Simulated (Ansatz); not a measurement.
`[SiH]` radical, relaxed with UKS PBE0-D4/def2-TZVP in the Gaussian-basis code of Ansatz from a PBE-D4/def2-SVP geometry. The force threshold is 0.005 eV/Å; the program also tests the step.

Total charge 0; spin multiplicity 2.

Start:

```xyz
2

Si   -0.353   -0.612    0.327
H     0.353    0.612   -0.327
```

(1) By how much does the energy fall, and how many steps does the optimiser take? (Estimate.)

(2) Which bonds change most? (Estimate.)

(3) Give the relaxed structure. (Estimate.)

Results:

(1) Ansatz gave: 0.40 kJ/mol, in 2 steps.

(2) Computed: Si1–H2 from 1.556 to 1.532 Å.

(3) The calculation gave: 
```xyz
2

Si   -0.347   -0.602    0.322
H     0.347    0.602   -0.322
```
